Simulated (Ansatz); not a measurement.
**Reading a saddle point**

A first-order saddle point of AlH₇O₂, closed shell, PBE0-D4/def2-TZVP, with one imaginary mode of 1019i cm⁻¹:

Al1  (-1.048, 0.434, -0.672)
H2  (-0.810, -1.190, -0.085)
H3  (-1.169, 0.366, -2.256)
H4  (-2.194, 1.022, 0.258)
H5  (1.125, 0.025, 0.507)
O6  (0.598, 1.044, -0.176)
H7  (0.097, -1.200, 0.446)
O8  (1.166, -0.991, 0.934)
H9  (1.155, 1.441, -0.847)
H10  (1.080, -0.952, 1.892)
(Å)

Program: Ansatz 0.2.0. Basis: def2-TZVPP and def2-QZVPP. Cores are frozen in the correlated methods. Extrapolation: Hartree–Fock as exp(−7.88 √X), correlation as X^−2.97.

**Question.** Which contacts change along the imaginary mode, and what lies on either side? (A judgement: the text doesn't fix the answer.)

**Answer.** Computed: The step is AlH₃ + H₂O + H₂O → AlH₃O ([OH][AlH2]) + H₂O + H₂, with the molecules in contact on both sides. Shortening one way: Al1–O6, H2–H7, H5–O8; lengthening the same way: Al1–H2, H5–O6, H7–O8.
| pair | one side (Å) | saddle (Å) | other side (Å) |
| --- | --- | --- | --- |
| Al1–O6 | 1.96 | 1.82 | 1.72 |
| H2–H7 | 1.71 | 1.05 | 0.76 |
| H5–O8 | 1.61 | 1.10 | 0.97 |
| Al1–H2 | 1.63 | 1.74 | 2.15 |
| H5–O6 | 1.00 | 1.34 | 1.89 |
| H7–O8 | 0.98 | 1.19 | 2.16 |

**Question.** Which side is lower, and how far does the saddle lie above each? (Judge from chemistry; the value comes from the calculation.)

**Answer.** Computed: The side with Al1–O6, H2–H7, H5–O8 short is lower by 16.4 kJ/mol; the saddle lies 73.0 kJ/mol above it and 56.6 kJ/mol above the other (CCSD(T) at an estimated basis limit (MP2 extrapolated from triple and quadruple zeta, plus CCSD(T) − MP2 in triple zeta); electronic energies).

T1 diagnostic: at most 0.011.

The step is the kind of ligand exchange by which a precursor binds to a hydroxyl group, or is hydrolysed, in atomic layer deposition of oxides.

Labels in which every atom is bracketed show which atoms are joined, not bond orders.

For scale, one of the runs: CCSD(T)/def2-TZVPP, 202 basis functions (an equivalent command: `ansatz run in.yaml --threads 2`). The run took 36 s on 2 CPU threads (shared host), with 2.7 GiB of host memory at its peak.
